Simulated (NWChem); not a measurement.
# What each level costs for acetonitrile (C2H3N)

```xyz
6

C      0.0096    -1.1749     0.0000
C     -0.0023     0.2783     0.0000
N     -0.0118     1.4351     0.0000
H     -0.5029    -1.5596     0.8932
H     -0.5029    -1.5596    -0.8932
H      1.0441    -1.5468     0.0000
```
Charge 0, spin multiplicity 1.

Everything below was run with NWChem. Structure: optimised with PBE0/def2-SVP, a minimum by its harmonic frequencies.

Basis set: def2-TZVP (111 functions). Each entry is one whole single-point run; the coupled-cluster runs use the TCE module, and the SCF and DFT modules converge to different thresholds.

The correlated methods keep 3 core orbitals frozen. B3LYP has NWChem's definition, with VWN1-RPA local correlation.

Problem. Roughly how much processor time does each of these take, relative to RHF: MP2, B2PLYP, PBE, B3LYP, LDA (SVWN5), CR-CCSD(T)?

Solution. PBE about the same, within a factor of 3; LDA (SVWN5) about the same, within a factor of 3; B3LYP about the same, within a factor of 3; B2PLYP about the same, within a factor of 3; MP2 about the same, within a factor of 3; CR-CCSD(T) about 30 (rough ratios from shared machines).
